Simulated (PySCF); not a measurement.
Write Cartesian coordinates for thiophen-2-ol, `Oc1cccs1` as optimised with GFN2-xTB.

```xyz
10
C4H4OS angstrom
O      2.3226    0.0567   -0.3698
C      0.9952    0.0984   -0.1373
C      0.1159   -0.9244   -0.3030
C     -1.2089   -0.5527    0.0294
C     -1.3208    0.7313    0.4394
S      0.2039    1.5414    0.4335
H      2.7295    0.9086   -0.1769
H      0.4075   -1.8982   -0.6479
H     -2.0433   -1.2273   -0.0378
H     -2.1929    1.2708    0.7479
```

Any rigid rotation of these coordinates is as good. Atoms count from 1 in this order. The 5-membered ring C2–C3–C4–C5–S6 has internal angles of 90.8° to 113.4° (sum 540°, against 540° for a flat polygon); it is planar, 0.00 Å rms from its mean plane, widest ring torsion 0°. The 3 C–C bonds span 1.353 Å (C4–C5, aromatic) to 1.416 Å (C3–C4, aromatic), a spread of 0.063 Å. The 6 heavy atoms lie in one plane (0.000 Å rms).

Bonds between heavy atoms (Å): O1–C2 1.348, C2–C3 1.359, C3–C4 1.416, C4–C5 1.353, C5–S6 1.727, C2–S6 1.742.

Structure optimised with GFN2-xTB, isolated species.

Point group: Cs (every atom within 0.08 Å of its image). Whether it is a minimum is left open (no frequencies). The numbers are those of one conformer (H–O1–C2–C3 180°).

These are computed values.
